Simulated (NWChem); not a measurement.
A series in which one site is exchanged, each optimised at PBE0/def2-SVP with NWChem, gas phase unless a solvent is named. 

A: CN (CH5N; site = C)
B: N[SiH3] (SiNH5; site = Si)
C: [GeH3][NH2] (GeNH5; site = Ge)

Problem. Rank them by static polarisability, CAM-B3LYP/def2-SVPD (bohr³), lowest first.

Solution. A (25.0), B (38.3), C (42.0)
